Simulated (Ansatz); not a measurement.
From input file to script: C2H4Cl2, SMILES ClCCCl in Ansatz 0.2.0.

```yaml
crystal:
  periodic: [false, false, false]
  atoms:
    - { symbol: Cl, position_ang: [-2.0042, 0.1349, -0.4766] }
    - { symbol: C, position_ang: [-0.4722, 0.5623, 0.2286] }
    - { symbol: C, position_ang: [0.5851, -0.3916, -0.2456] }
    - { symbol: Cl, position_ang: [0.4706, -2.0194, 0.4316] }
    - { symbol: H, position_ang: [-0.2188, 1.5778, -0.0976] }
    - { symbol: H, position_ang: [-0.5784, 0.5731, 1.317] }
    - { symbol: H, position_ang: [1.6218, -0.0389, 0.1162] }
    - { symbol: H, position_ang: [0.6883, -0.4554, -1.3295] }
basis:
  gaussian: { orbitals: def2-TZVP }
correlation:
  method: mp2
```

Launched from the shell:
```console
$ ansatz run input.yaml --threads 1 --pin off --max-ram 4096MiB --backend cpu --events-out ev --progress --plain --runs-dir out
Engine: ansatz 0.2.0, x86_64-unknown-linux-gnu
Functional definition: HF
  exchange = exact_x
  correlation = 0
1026 factors; integrals over basis functions are off by at most 1.2e-3 eV
mean field evaluation 1: about -27131.2239 eV, gradient 1.9e1 eV
mean field evaluation 2: about -27131.4465 eV, gradient 1.9e1 eV
mean field evaluation 4: about -27132.7568 eV, gradient 1.6e0 eV
mean field evaluation 8: about -27132.7677 eV, gradient 2.0e-1 eV
mean field -27132.76791201 eV, -997.1108295159 hartree, gradient 1.7e-6 eV, S^2 0.000000; 0 other end points of the search recorded, 0 dependent functions left out
12 core orbitals not correlated: weight in the atoms' cores, before any rotation towards them, 1.000 or more for the frozen orbitals, at most 0.000 for the correlated occupied ones
reference -27132.76791201 eV, -997.1108295159 hartree; 13, 13 occupied and 135, 135 virtual orbitals, 1026 factors
second order -19.31672049 eV of doubles, -0.00000000 eV of singles
Total energy: -27152.08463251 eV, -997.8207059006 hartree
```

Notebook, run cell by cell (the value of a cell's last expression is shown):

**Cell 1**
```python
import json
import warnings

import ansatz as az
```

**Cell 2**
```python
params = {
    "basis": "def2-TZVP",
    "method": "mp2",
}
```

**Cell 3**
```python
warnings.simplefilter("ignore", az.DeckWarning)
```

**Cell 4**
```python
molecule = (
    az.Crystal.molecule()
    .atom("Cl", (-2.0042, 0.1349, -0.4766))
    .atom("C", (-0.4722, 0.5623, 0.2286))
    .atom("C", (0.5851, -0.3916, -0.2456))
    .atom("Cl", (0.4706, -2.0194, 0.4316))
    .atom("H", (-0.2188, 1.5778, -0.0976))
    .atom("H", (-0.5784, 0.5731, 1.317))
    .atom("H", (1.6218, -0.0389, 0.1162))
    .atom("H", (0.6883, -0.4554, -1.3295))
)
```

**Cell 5**
```python
base = (
    molecule.calculation()
    .basis(gaussian=params["basis"])
    .correlation(params["method"])  # correlation on top of the mean field
)
r = base.session().plan(threads=1).execute().report
```

**Cell 6**
```python
print("reference energy %16.6f eV" % r["reference_energy_ev"])
print("total energy     %16.6f eV" % r["free_energy_ev"])
print("occupied orbitals outside the frozen core (up, down):", r["n_occupied"], " frozen:", r["n_frozen"], " virtual:", r["n_virtual"])
```
Output:
```text
reference energy    -27132.767912 eV
total energy        -27152.084633 eV
occupied orbitals outside the frozen core (up, down): [13, 13]  frozen: 12  virtual: [135, 135]
```

**Cell 7**
```python
print("correlation energy", round(r["free_energy_ev"] - r["reference_energy_ev"], 5), "eV")
cluster = r["correlation"].get("coupled_cluster")
if cluster:
    print("cycles", cluster["cycles"], " T1 diagnostic", round(cluster["t1_diagnostic"], 4), " largest double", round(cluster["largest_double"], 4))

state = r["mean_field"]["state"]
print(f"mean field: {state['energy']['hartree']:.7f} Ha, <S^2> = {abs(state['spin_squared']):.4f}, stability: {state.get('stability', {}).get('kind')}")
with open("c2h4cl2.json", "w") as handle:
    json.dump({k: r[k] for k in ("free_energy_ev", "reference_energy_ev", "n_occupied", "n_virtual")}, handle, indent=1)
```
Output:
```text
correlation energy -19.31672 eV
mean field: -997.1108295 Ha, <S^2> = 0.0000, stability: minimum
```

Caveats:
- Total energies depend on the basis set; only differences at equal settings carry meaning.
- The geometry is a force-field or estimated start, not a minimum of this method, and the basis set is short of its limit.
- Inner cores stay frozen, so this is valence correlation.
- S² is that of the Hartree-Fock reference.
- Hardware and time: 2.4 s on 1 thread of Intel(R) Xeon(R) 6975P-C (Granite Rapids) (shared host), peak memory 0.33 GiB.

(Lines on the test bed's own set-up are left out of the output.)
